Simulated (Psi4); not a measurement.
**SiS (SMILES [Si-]#[S+]): CCSD(T)/cc-pVTZ**

Aim: the vertical ionisation energy of SiS at CCSD(T)/cc-pVTZ, from 2 runs. 

The results are computed with Psi4 1.11.

## (1) The structure to begin with

SiS: 2 atoms, total charge 0, spin state singlet. As SMILES, `[Si-]#[S+]`. Geometry: the measured bond length.

Bond lengths: Si1–S2 1.929 Å.

## (2) The energy at CCSD(T)/cc-pVTZ

Contents of ssi.in:

```
memory 1600 MB

molecule {
  0 1
  Si     0.000000     0.000000     0.000000
  S      0.000000     0.000000     1.929321
  symmetry c1
}

set basis cc-pVTZ
set reference rhf
set puream true
set e_convergence 1e-09
set d_convergence 1e-08
set scf_type pk
set num_frozen_docc 10

result = energy('ccsd(t)')
print_variables()
```

Launch:

```bash
$ psi4 -n 1 ssi.in ssi.out
```

ssi.out:

```text
[...]
  Running in c1 symmetry.
[...]
  Nuclear repulsion =   61.439073741528752
[...]
  Multiplicity = 1
[...]
  Nalpha       = 15
  Nbeta        = 15
[...]
    Number of basis functions: 68
[...]
   @RHF iter   1:  -686.47469103268645   -5.84126e-01   3.56847e-03 ADIIS/DIIS
[...]
   @RHF iter  10:  -686.50649015152010   -7.04858e-12   6.12097e-09 DIIS
[...]
    Orbital Energies [Eh]
    ---------------------
    Doubly Occupied:
       1A    -91.937570     2A    -68.838636     3A     -8.941929
       4A     -6.622043     5A     -6.621347     6A     -6.621347
       7A     -6.183743     8A     -4.284427     9A     -4.284408
      10A     -4.284408    11A     -0.940980    12A     -0.572603
      13A     -0.389279    14A     -0.388315    15A     -0.388315
[...]
  @RHF Final Energy:  -686.50649015152010
   => Energetics <=
    Nuclear Repulsion Energy =             61.4390737415287518
    One-Electron Energy =               -1073.2924283058391666
    Two-Electron Energy =                 325.3468644127903531
    Total Energy =                       -686.5064901515199836
[...]
 Multipole Moments:
 ------------------------------------------------------------------------------------
     Multipole            Electronic (a.u.)      Nuclear  (a.u.)        Total (a.u.)
 ------------------------------------------------------------------------------------
 L = 1.  Multiply by 2.5417464519 to convert [e a0] to [Debye]
 Dipole X            :          0.0000000            0.0000000            0.0000000
 Dipole Y            :         -0.0000000            0.0000000           -0.0000000
 Dipole Z            :         -0.8988048            0.0013275           -0.8974773
 Magnitude           :                                                    0.8974773
[...]
      * MP2 total energy                      = -686.765852310879836
[...]
      * CCSD total energy                     = -686.787492680702485
[...]
      * CCSD(T) total energy                  = -686.805069015888421
[...]
```

Wall time 18 s (1 thread of Intel Xeon Platinum 8259CL at 2.50GHz (Skylake/Cascade Lake), shared host); peak memory 0.43 GiB.

## (3) The doublet cation

Contents of job.inp:

```
memory 1.6 GB

molecule geom {
  1 2
  Si     0.00000000     0.00000000     0.00000000
  S      0.00000000     0.00000000     3.64588830
  units bohr
  symmetry c1
}

set {
  basis cc-pVTZ
  reference uhf
  puream true
  e_convergence 1e-09
  d_convergence 1e-08
  scf_type pk
  num_frozen_docc 10
  maxiter 100
}

energy('ccsd(t)')
print_variables()
```

Launch:

```bash
$ psi4 job.inp job.out -n 1
```

job.out:

```text
[...]
  Running in c1 symmetry.
[...]
  Nuclear repulsion =   61.439073709416711
[...]
  Multiplicity = 2
[...]
  Nalpha       = 15
  Nbeta        = 14
[...]
    Number of basis functions: 68
[...]
   @UHF iter   1:  -686.06428691804933   -1.73722e-01   4.35574e-03 ADIIS/DIIS
[...]
   @UHF iter  17:  -686.15029180853594   -3.29692e-12   6.16179e-09 DIIS
[...]
   @S^2 Observed:                7.896146673E-01
[...]
    Orbital Energies [Eh]
    ---------------------
    Alpha Occupied:
       1A    -92.239265     2A    -69.165360     3A     -9.239083
       4A     -6.928805     5A     -6.916119     6A     -6.916119
       7A     -6.505430     8A     -4.612704     9A     -4.603218
      10A     -4.603218    11A     -1.240118    12A     -0.878694
      13A     -0.716435    14A     -0.653681    15A     -0.653681
    Alpha Virtual:
      16A     -0.225513    17A     -0.225513    18A     -0.081395
      19A      0.036435    20A      0.088632    21A      0.088632
      22A      0.089499    23A      0.089499    24A      0.097327
      25A      0.129023    26A      0.163731    27A      0.163731
[...]
  @UHF Final Energy:  -686.15029180853594
   => Energetics <=
    Nuclear Repulsion Energy =             61.4390737094167108
    One-Electron Energy =               -1064.4235228810816807
    Two-Electron Energy =                 316.8341573631290089
    Total Energy =                       -686.1502918085359397
  UHF NO Occupations:
  HONO-2 :   13  A 1.9983215
  HONO-1 :   14  A 1.9834725
[...]
 Multipole Moments:
 ------------------------------------------------------------------------------------
     Multipole            Electronic (a.u.)      Nuclear  (a.u.)        Total (a.u.)
 ------------------------------------------------------------------------------------
 L = 1.  Multiply by 2.5417464519 to convert [e a0] to [Debye]
 Dipole X            :          0.0000000            0.0000000            0.0000000
 Dipole Y            :         -0.0000000            0.0000000           -0.0000000
 Dipole Z            :         -1.6716574            0.0013275           -1.6703299
 Magnitude           :                                                    1.6703299
[...]
      * MP2 total energy                      = -686.384104336772680
[...]
      * CCSD total energy                     = -686.405746156617283
[...]
      * CCSD(T) total energy                     = -686.423777889914959
[...]
```

Run time: 26 s. Hardware: 1 thread of Intel Xeon Platinum 8259CL at 2.50GHz (Skylake/Cascade Lake), shared host; peak memory 0.43 GiB.

## (4) Results

Level: CCSD(T)/cc-pVTZ, 10 core orbitals frozen.

```
                                                                  quantity          value
                                                 singlet SiS: total energy  -686.80507 Eh
                          singlet SiS: HOMO energy (Hartree–Fock orbitals)      -10.57 eV
                          singlet SiS: LUMO energy (Hartree–Fock orbitals)        0.75 eV
                        singlet SiS: HOMO–LUMO gap (Hartree–Fock orbitals)       11.32 eV
                 singlet SiS: correlation energy (10 core orbitals frozen)     -298.6 mEh
                                               singlet SiS: (T) correction     -17.58 mEh
                                                singlet SiS: T1 diagnostic          0.022
                                              doublet cation: total energy  -686.42378 Eh
doublet cation: HOMO energy (Hartree–Fock orbitals) (highest over α and β)      -17.51 eV
 doublet cation: LUMO energy (Hartree–Fock orbitals) (lowest over α and β)       -8.84 eV
              doublet cation: correlation energy (10 core orbitals frozen)     -273.5 mEh
                                            doublet cation: (T) correction     -18.03 mEh
                         doublet cation: ⟨S²⟩ of the reference determinant          0.790
                                             doublet cation: T1 diagnostic          0.048
                        vertical ionisation energy (to the doublet cation)      10.375 eV
```

The vertical ionisation energy comes to 10.38 eV (1001 kJ/mol). The T1 diagnostic (singlet SiS) of 0.022 is above the customary mark for such species, so a single reference may not serve. The triples (singlet SiS) make up 5.9 % of the correlation energy. The T1 diagnostic (doublet cation) of 0.048 is above the customary mark for such species, so a single reference may not serve. The triples (doublet cation) make up 6.6 % of the correlation energy.
